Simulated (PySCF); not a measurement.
# Curvature of the energy in the electron number along the second row

Calculated with PySCF 2.14, in jorge-DZP-DKH, spin-free X2C: one orbital is emptied in steps, and each cell gives the departure of E from the straight line at half an electron, in eV (from a cubic fit). The exact functional gives zero.

```tsv
species	orbital	LDA	PBE	r2SCAN	PBE0	BHandHLYP	LC-wPBE	wB97X	UHF
B	2p alpha	-1.19	-1.17	-1.06	-0.84	-0.53	-0.14	-0.20	0.13
C	2p alpha	-1.47	-1.42	-1.30	-1.00	-0.60	-0.27	-0.34	0.24
N	2p alpha	-1.74	-1.68	-1.51	-1.17	-0.67	-0.45	-0.51	0.35
F	2p beta	-2.03	-1.94	-1.73	-1.30	-0.69	-0.63	-0.65	0.60
Ne	2p beta	-2.31	-2.20	-1.93	-1.46	-0.74	-0.85	-0.83	0.74
```

Question: Estimate the missing row, O.

Answer: The calculation gives LDA -1.75; PBE -1.71; r2SCAN -1.49; PBE0 -1.16; BHandHLYP -0.66; LC-wPBE -0.44; wB97X -0.49; UHF 0.45.

Question: How does the mean departure depend on the functional?

Answer: LDA -1.75 eV; PBE -1.69 eV; r2SCAN -1.50 eV; PBE0 -1.15 eV; BHandHLYP -0.65 eV; LC-wPBE -0.46 eV; wB97X -0.50 eV; UHF 0.42 eV. Semilocal functionals are convex (delocalisation error), Hartree-Fock is concave or straight, and exact exchange removes curvature roughly in proportion to its share, so among the functionals the range-separated hybrids usually come closest to zero.
